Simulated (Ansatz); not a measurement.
A calculation with Ansatz (development build ahead of 0.2.0).

```yaml
crystal:
  periodic: [false, false, false]
  atoms:
    - { symbol: C, position_ang: [-0.00286, -0.00187, 3.0e-05] }
    - { symbol: H, position_ang: [0.63521, 0.63234, 0.63341] }
    - { symbol: H, position_ang: [-0.62428, -0.62671, 0.62666] }
    - { symbol: H, position_ang: [-0.62413, 0.63258, -0.62447] }
    - { symbol: H, position_ang: [0.62508, -0.6327, -0.62465] }
basis:
  gaussian: { orbitals: cc-pVDZ }
hamiltonian:
  xc: hf
correlation:
  method: mp2
  frozen_orbitals: { C: 1, H: 0 }
```

The input is written out in the form of the current development build from the run's settings.

Output:

```json
{
  "Converged": "yes",
  "Reference energy": "-40.19856 hartree",
  "Correlation energy": "-0.16116 hartree",
  "Total energy": "-40.35972 hartree",
  "Spin squared of the determinant": "0.000"
}
```
